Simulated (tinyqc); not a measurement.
Ways to converge the cycle: SCF convergence aids in the sto-3g basis, for HF, spin multiplicity 1. Computed by the program tinyqc with PySCF. Command: `OMP_NUM_THREADS=1 python tinyqc.py 113515 113516 out.jsonl`; one thread of a shared host (Intel(R) Xeon(R) Processor @ 2.60GHz), about 0.4 s.

Geometry (angstrom):
```
atom,x,y,z
F,0.0000,0.0000,0.0000
H,0.0000,0.0000,0.9670
```

lowest restricted solution found by these runs and by PySCF = -98.572679 hartree

RHF with one setting changed at a time; a run stops when the energy changes by less than 1e-09 hartree and the error matrix is below 1e-5. The start is the core Hamiltonian. Damping d keeps d of the old density; a shift (hartree) raises the virtual levels; DIIS n extrapolates F over n matrices.

Largest element of the error matrix X^T (FDS - SDF) X:
```
iteration,plain,damping 0.3,damping 0.6,shift 0.4,DIIS 3,DIIS 8
1,7.1e-01,7.1e-01,7.1e-01,7.1e-01,7.1e-01,7.1e-01
2,1.4e-01,3.6e-01,5.4e-01,4.7e-01,1.4e-01,1.4e-01
3,1.5e-02,1.4e-01,3.8e-01,1.7e-01,9.4e-03,9.4e-03
4,2.6e-03,5.3e-02,2.6e-01,5.2e-02,1.0e-03,1.0e-03
5,5.3e-04,1.9e-02,1.7e-01,1.6e-02,9.1e-06,8.7e-06
6,1.1e-04,6.9e-03,1.1e-01,5.2e-03,6.9e-08,7.4e-08
8,5.8e-06,1.2e-03,4.5e-02,5.5e-04,-,-
10,-,2.2e-04,1.8e-02,6.4e-05,-,-
14,-,8.0e-06,2.9e-03,-,-,-
20,-,-,2.5e-04,-,-,-
30,-,-,4.8e-06,-,-,-
```

How each run ends:
```
run,iterations,E (hartree),state
plain,8,-98.57268,lowest found
damping 0.3,19,-98.57268,lowest found
damping 0.6,41,-98.57268,lowest found
shift 0.4,13,-98.57268,lowest found
DIIS 3,6,-98.57268,lowest found
DIIS 8,6,-98.57268,lowest found
```

6 of 6 runs reach the lowest restricted solution found, in 6 to 41 iterations (fastest: DIIS 3, DIIS 8). Plain steps already contract here, so damping only slows them. DIIS 3 and DIIS 8 gain by cancelling the error over several earlier matrices, much as a quasi-Newton step does.
